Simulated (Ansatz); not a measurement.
**PH₂+ (singlet): from Hartree-Fock to the top rungs at angle H2–P1–H3 = 71.9°, cc-pVDZ**

An exercise on one series of results from a longer session: the logs are not shown, and one member is left open.

Program: Ansatz 0.2.0, Gaussian basis. Level of theory: cc-pVDZ, core rule «outside noble gas», up to 5 orbitals frozen. These are calculated values, not measurements.

The runs, in order: UHF; CCSD(T) on RHF; CCSD(T) on UHF; BCCD(T) on RHF; CISD; CCSDT(Q) on RHF; CCSDT(Q) on UHF; CCSDTQ on RHF; CASSCF and MRCISD+Q, 2 electrons in 2 orbitals; CASSCF and NEVPT2, 2 electrons in 2 orbitals; CASSCF and MRCISD+Q, 6 electrons in 6 orbitals; CASSCF and NEVPT2, 6 electrons in 6 orbitals; Full CI.

9 further runs of the same task are left out: 7 that didn't finish, 2 set aside as unsound or not needed.

**The system**

The geometry derives from a PBE0/def2-TZVP stationary point (not a proven minimum). One angle is set to the value named; bond lengths are kept.

3 atoms, charge 1, spin multiplicity 1.

Atoms are counted from 1 here; the program's logs count them from 0.

Bond lengths: P1–H2 1.429 Å, P1–H3 1.429 Å. Angles: H2–P1–H3 71.9°.

The first run:

in.yaml

```yaml
crystal:
  periodic: [false, false, false]
  atoms:
    - {symbol: P, position_ang: [0.000000, -0.070698, 0.000000]}
    - {symbol: H, position_ang: [0.000000, 1.086272, -0.839045]}
    - {symbol: H, position_ang: [0.000000, 1.086270, 0.839047]}
basis:
  gaussian: {orbitals: cc-pVDZ}
total_charge: 1
magnetization: {spin_polarized: true, initial_magnetization: 0}
hamiltonian: {xc: hf}
output: {orbitals: {seedname: orbitals}}
```

Launch:

```sh
ansatz run in.yaml --threads 1 --pin off --events-out ev --progress --plain --max-ram 2393MiB
```

Among the steps run: UHF; CCSD(T) on RHF; CCSD(T) on UHF; BCCD(T) on RHF; CISD; CCSDT(Q) on RHF; CCSDT(Q) on UHF; CCSDTQ on RHF; CASSCF and MRCISD+Q, 2 electrons in 2 orbitals; CASSCF and NEVPT2, 2 electrons in 2 orbitals; CASSCF and MRCISD+Q, 6 electrons in 6 orbitals; CASSCF and NEVPT2, 6 electrons in 6 orbitals; Full CI.

One of the session's tables, all rows but one given; the rest of the session is left out.

| method | from FCI (kcal/mol) |
| --- | --- |
| RHF | +83.53 |
| UHF | +83.17 |
| RMP2 | +20.68 |
| CISD | +5.49 |
| RCCSD | +2.17 |
| RCCSD(T) | +0.49 |
| BCCD(T) | +0.49 |
| RCCSDT | +0.10 |
| RCCSDT(Q) | +0.02 |
| RCCSDTQ | 0.00 |
| CASSCF pair | +70.28 |
| NEVPT2 pair | ? |
| CASSCF valence | +47.16 |
| NEVPT2 valence | +13.26 |
| MRCISD valence | +1.91 |
| MRCISD+Q valence | +0.17 |
| FCI | 0 |

Estimate the missing values for NEVPT2 pair.

As computed: from FCI (kcal/mol): +18.68. In the column «from FCI (kcal/mol)» it lies between NEVPT2 valence (+13.26) and RMP2 (+20.68).

Not comparable, so not listed: CCSD(T) on UHF; CASSCF and MRCISD+Q, 2 electrons in 2 orbitals (they don't share determinant, frozen orbitals or solution with the rows shown, or repeat one).

Caveats from the session: Warnings in the runs' records: passed over end.
